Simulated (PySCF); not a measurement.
**One shape, several levels: HBS (hydrogen boron sulfide)**

We compute a comparison of 6 runs (M06-2X/STO-3G, PBE0/STO-3G, CCSDT/STO-3G, CCSDTQ/STO-3G, CISD/STO-3G, CCSD(T)/STO-3G) of HBS (hydrogen boron sulfide). Input form: a Python script.

The results are computed with PySCF 2.14.0.

9 further runs of the same task are left out: 9 set aside as unsound or not needed.

## Step 1: The structure to begin with

The species is HBS (3 atoms), meant as a singlet with charge 0. SMILES: `B=S`. The B1–H3 distance was set to 2.060 Å, away from the relaxed value. At this shape a bond of the SMILES string is far longer than usual.

Bond lengths: B1–S2 1.592 Å.

## Step 2: A single-point energy at M06-2X/STO-3G (run 1)

The input, start.xyz:

```xyz
3
BHS
B      0.209577     0.075345    -0.733083
S      0.645927     0.237955    -2.255283
H     -0.354300    -0.130410     1.237110
```

The input, run.py:

```python
from pyscf import gto, dft

mol = gto.Mole()
mol.atom = 'start.xyz'
mol.verbose = 4
mol.spin = 0
mol.basis = 'sto-3g'
mol.max_memory = 1860
mol.build()

mf = dft.RKS(mol, xc='m06-2x')
mf.conv_tol = 1e-10
mf.grids.level = 5
mf.kernel()
if not mf.converged:
    mf = mf.newton().run(mf.mo_coeff, mf.mo_occ)

e_final = mf.e_tot
print('E(%s) = %.9f' % ('M06-2X', e_final))
```

The run is started by

```
$ OMP_NUM_THREADS=1 python run.py
```

Standard output:

```text
PySCF version 2.14.0

[INPUT] num. atoms = 3
[INPUT] num. electrons = 22
[INPUT] charge = 0
[INPUT] spin (= nelec alpha-beta = 2S) = 0
[INPUT] symmetry False subgroup None
[INPUT] Mole.unit = angstrom
[INPUT] Symbol           X                Y                Z      unit          X                Y                Z       unit  Magmom
[INPUT]  1 B      0.209577000000   0.075345000000  -0.733083000000 AA    0.396043132008   0.142381414855  -1.385326096575 Bohr   0.0
[INPUT]  2 S      0.645927000000   0.237955000000  -2.255283000000 AA    1.220625126462   0.449669779971  -4.261867203387 Bohr   0.0
[INPUT]  3 H     -0.354300000000  -0.130410000000   1.237110000000 AA   -0.669529965933  -0.246439183905   2.337799085961 Bohr   0.0

[... 59 lines left out ...]
converged SCF energy = -418.761037643019
E(M06-2X) = -418.761037643
```

Run time: 1.8 s. Hardware: 1 thread of Arm Neoverse V2, shared host; peak memory 0.17 GiB.

## Step 3: The energy at PBE0/STO-3G (run 2)

start.xyz, as its differences from that of step 2:

```diff
@@ -1,3 +1,3 @@
 3
-BHS
+
 B      0.209577     0.075345    -0.733083
```

The input, run.py:

```python
from pyscf import gto, dft

mol = gto.M(
    atom='start.xyz',
    verbose=3,
    spin=0,
    basis='sto-3g',
    max_memory=1860,
)

ks = dft.RKS(mol, xc='pbe0')
ks.grids.level = 5
ks.conv_tol = 1e-10
ks.kernel()
if not ks.converged:
    ks = ks.newton().run(ks.mo_coeff, ks.mo_occ)

e_tot = ks.e_tot
print('Final energy', e_tot)
```

The run is started by

```
$ OMP_NUM_THREADS=1 python run.py
```

Standard output:

```text
converged SCF energy = -418.588780699415
Final energy -418.58878069941545
```

Wall time 1.3 s (1 thread of Arm Neoverse V2, shared host); peak memory 0.17 GiB.

Run 3 isn't shown in full; the table further down has it.

## Step 4: A single-point energy at CCSDTQ/STO-3G (run 4)

start.xyz, as its differences from that of step 3:

```diff
@@ -1,3 +1,3 @@
 3
-
+BHS
 B      0.209577     0.075345    -0.733083
```

The input, input.py:

```python
from pyscf import gto, cc

mol = gto.Mole()
mol.atom = 'start.xyz'
mol.spin = 0
mol.verbose = 3
mol.basis = 'sto-3g'
mol.max_memory = 1860
mol.build()

mf = mol.RHF()
mf.conv_tol = 1e-10
mf.kernel()
if not mf.converged:
    mf = mf.newton().run(mf.mo_coeff, mf.mo_occ)

mycc = cc.CCSDTQ(mf, frozen=6)
mycc.kernel()
e_final = mycc.e_tot
print('Final energy', e_final)
```

The run is started by

```
$ OMP_NUM_THREADS=1 python input.py
```

Standard output:

```text
converged SCF energy = -417.914324392379
_make_eris_incore_RCCSDTQ

WARN: A large `blksize` is being used, which may cause large memory consumption
      for storing contraction intermediates. If memory is sufficient, consider using
      `pyscf.cc.rccsdtq_highm.RCCSDTQ` instead.

RCCSDTQ converged
E(RCCSDTQ) = -418.0962882945396   E_corr = -0.1819639021607309
E_corr(same-spin) = -0.0184843970158562
E_corr(oppo-spin) = -0.163479505144875
Final energy -418.09628829453965
```

Wall time 3.3 s (1 thread of Arm Neoverse V2, shared host); peak memory 0.12 GiB.

Run 5 isn't shown in full; the table further down has it.

## Step 5: The energy at CCSD(T)/STO-3G (run 6)

The input, input.py:

```python
from pyscf import gto, cc

system = gto.Mole()
system.atom = '''
B      0.396043     0.142381    -1.385326
S      1.220625     0.449670    -4.261867
H     -0.669530    -0.246439     2.337799
'''
system.basis = 'sto-3g'
system.unit = 'bohr'
system.verbose = 4
system.charge = 0
system.max_memory = 1860
system.build()

myscf = system.RHF()
myscf.conv_tol = 1e-10
myscf.kernel()
if not myscf.converged:
    myscf = myscf.newton().run(myscf.mo_coeff, myscf.mo_occ)

mycc = cc.CCSD(myscf, frozen=6)
mycc.kernel()
e_t = mycc.ccsd_t()
e_final = mycc.e_tot + e_t
print('Final energy', e_final)
```

The run is started by

```
$ OMP_NUM_THREADS=1 python input.py
```

Standard output:

```text
PySCF version 2.14.0

[INPUT] num. atoms = 3
[INPUT] num. electrons = 22
[INPUT] charge = 0
[INPUT] spin (= nelec alpha-beta = 2S) = 0
[INPUT] symmetry False subgroup None
[INPUT] Mole.unit = bohr
[INPUT] Symbol           X                Y                Z      unit          X                Y                Z       unit  Magmom
[INPUT]  1 B      0.209576930144   0.075344780468  -0.733082948895 AA    0.396043000000   0.142381000000  -1.385326000000 Bohr   0.0
[INPUT]  2 S      0.645926933079   0.237955116434  -2.255282892372 AA    1.220625000000   0.449670000000  -4.261867000000 Bohr   0.0
[INPUT]  3 H     -0.354300018027  -0.130409902682   1.237109954512 AA   -0.669530000000  -0.246439000000   2.337799000000 Bohr   0.0

[... 44 lines left out ...]
converged SCF energy = -417.914324430177
[... 12 lines left out ...]
Init t2, MP2 energy = -418.051191022353  E_corr(MP2) -0.136866592175942
[... 14 lines left out ...]
CCSD converged
[... 2 lines left out ...]
Final energy -418.09576412551087
```

It took 0.66 s on 1 thread of Arm Neoverse V2, shared host; peak memory 0.12 GiB.

## Step 6: The series

| run | level | integration grid | frozen core orbitals | energy (Eh) | dipole moment (D) of the reference | HOMO energy (eV) | LUMO energy (eV) | wall time |
| --- | --- | --- | --- | --- | --- | --- | --- | --- |
| 1 | M06-2X/STO-3G | 5 | – | -418.761038 | 0.33 | -6.81 | 2.15 | 1.8 s |
| 2 | PBE0/STO-3G | 5 | – | -418.588781 | 0.28 | -5.70 | 1.06 | 1.3 s |
| 3 | CCSDT/STO-3G | – | 6 | -418.097319 | 0.93 | -8.02 | 5.02 | 0.66 s |
| 4 | CCSDTQ/STO-3G | – | 6 | -418.096288 | 0.93 | -8.02 | 5.02 | 3.3 s |
| 5 | CISD/STO-3G | – | 6 | -418.071131 | 0.93 | -8.02 | 5.02 | 0.6 s |
| 6 | CCSD(T)/STO-3G | – | 6 | -418.095764 | 0.93 | -8.02 | 5.02 | 0.66 s |

## Step 7: What came out

| quantity | value |
| --- | --- |
| run 6: total energy | -418.09576 Eh |
| run 6: dipole moment (Hartree–Fock density) | 0.93 D |
| run 6: HOMO energy (Hartree–Fock orbitals) | -8.02 eV |
| run 6: LUMO energy (Hartree–Fock orbitals) | 5.02 eV |
| run 6: HOMO–LUMO gap (Hartree–Fock orbitals) | 13.04 eV |
| run 6: correlation energy (6 core orbitals frozen) | -181.4 mEh |
| run 6: (T) correction | -8.80 mEh |
| run 6: T1 diagnostic | 0.033 |

**Reading.** Totals of different functionals can't be ranked against each other. In run 6 the T1 diagnostic is large, so a single reference may not serve. In runs 1, 2, 3, 4, 5, 6 the basis is minimal, so the values are rough. All runs together took 8.4 s, the longest 3.3 s.
